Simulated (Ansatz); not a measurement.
## AlBe, doublet: the ladder up to full CI

Geometry: a point of a stretch scan, not a stationary point.

```xyz
2

Al    0.0000    0.0000    0.0000
Be    0.0000    0.0000    5.2890
```

Basis aug-cc-pVDZ; Ansatz 0.2.0. Correlated methods freeze the noble-gas cores, which leaves 5 electrons in 44 orbitals. R marks a restricted (for open shells ROHF) determinant, U an unrestricted one. Active spaces: pair = (3e, 3o) about the gap; valence = (5e, 8o) chosen from the atoms' valence shells.

Full CI is exact within this basis and frozen core; it isn't the basis-set limit. The frozen core follows each run's orbitals, which can shift R against U totals by a few meV.

For open shells CISD is restricted-active-space CI with the open shells as a complete middle space.

* UHF ⟨S²⟩: 0.902
* ⟨S²⟩ of the determinant under UCCSD: 0.790
* T1 diagnostic (RCCSD): 0.0251
* largest doubles amplitude (RCCSD): 0.117
* T1 diagnostic (UCCSD): 0.0339

```json
{"level": "RMP2", "E − E(RHF) (eV)": "-1.6570"}
{"level": "UMP2", "E − E(RHF) (eV)": "-1.6397"}
{"level": "RCCSD", "E − E(RHF) (eV)": "-2.6154"}
{"level": "UCCSD", "E − E(RHF) (eV)": "-2.6201"}
{"level": "RCCSD(T)", "E − E(RHF) (eV)": "-2.6442"}
{"level": "UCCSD(T)", "E − E(RHF) (eV)": "-2.6450"}
```

Estimate how far full CI in aug-cc-pVDZ lies from RCCSD(T). The table doesn't fix it; the size of (T) and the diagnostics are the guide.

Full CI in aug-cc-pVDZ lies 1.3 kJ/mol below RCCSD(T), which is 47 % of the (T) step (-2.8 kJ/mol). The diagnostics give no warning, yet the rest is a sizeable part of (T).

The other levels:

```csv
level,E − E(full CI) (kJ/mol),share of correlation (%),wall time
UHF†,246.0,–,3.3 s
CISD†,22.3,–,1.5 s
BCCD(T),1.3,99.49,6 s
RCCSDT,0.0,99.99,–
UCCSDT,0.0,99.99,–
RCCSDT(Q),0.0,100.00,18 s
UCCSDT(Q),0.0,100.00,32 s
CASSCF (pair space),209.4,18.32,–
NEVPT2 (pair space),89.1,65.26,5 s
CASSCF (valence space)†,80.0,–,–
NEVPT2 (valence space)†,28.2,–,3 s
MRCISD (valence space)†,3.3,–,–
MRCISD+Q (valence space)†,0.1,–,4.1 s
MRCISD+Q(relaxed) (valence space)†,-2.5,–,4.3 s
```

A dagger marks rows that describe another state than the reference (another or a broken symmetry, a higher spin or other natural occupations), so the difference holds a gap between states beside the method's error.

The correlation energy at full CI, counted from RHF, is -2.658 eV. That run took 98 s on 1 thread of AMD EPYC 7B13, shared host over 3,150,280 determinants.

Times hold each run's SCF and search for its determinant on a shared host, so for small cases they say little of a method's own cost; they ran on 1 thread of AMD EPYC 7B13.

The full-CI state has the irrep A1 of C2v, in the program's axes (one component, if the state is degenerate).

Natural occupations of full CI about the gap: 1.881 1.815 0.976 0.061 0.061 0.059 0.046 0.046 0.015 0.011; effectively unpaired electrons, Σ n²(2−n)², 1.22.
